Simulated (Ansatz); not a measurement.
P2S4⁺ (the lowest doublet isomer of a short search). The state is a doublet with charge 1. Geometry PBE0-D4/def2-SVP, basis def2-TZVP, Ansatz.

```xyz
6

P     1.2111   -0.0178    1.0150
P    -0.3038   -0.8604   -1.2903
S     1.4691    0.2962   -1.0737
S    -1.7112    0.8725   -0.4195
S     0.0175   -1.7351    0.6227
S    -0.6826    1.4446    1.1456
```

| run | HOMO (eV) | LUMO (eV) |
| --- | --- | --- |
| A | -13.43 | -8.43 |
| B | -14.44 | -7.51 |
| C | -11.31 | -10.29 |
| D | -11.70 | -10.21 |
| E | -12.29 | -9.64 |
| F | -12.54 | -9.44 |

B3LYP takes the VWN-RPA correlation. The structure comes from a short search, and lower isomers may exist.

HOMO and LUMO are taken over both spins.

The runs used B3LYP, BHLYP, PBE, PBE0, r2SCAN, ωB97M-V. Estimate which is which.

A BHLYP (50 % exact exchange); B ωB97M-V (range-separated); C PBE (0 % exact exchange); D r2SCAN (0 % exact exchange); E B3LYP (20 % exact exchange); F PBE0 (25 % exact exchange). Exact exchange lowers occupied and raises empty levels; among semilocal functionals meta-GGAs tend to open the gap a little, and such runs are hard to tell apart. The gap grows from 1.02 eV (PBE) to 6.94 eV (ωB97M-V).
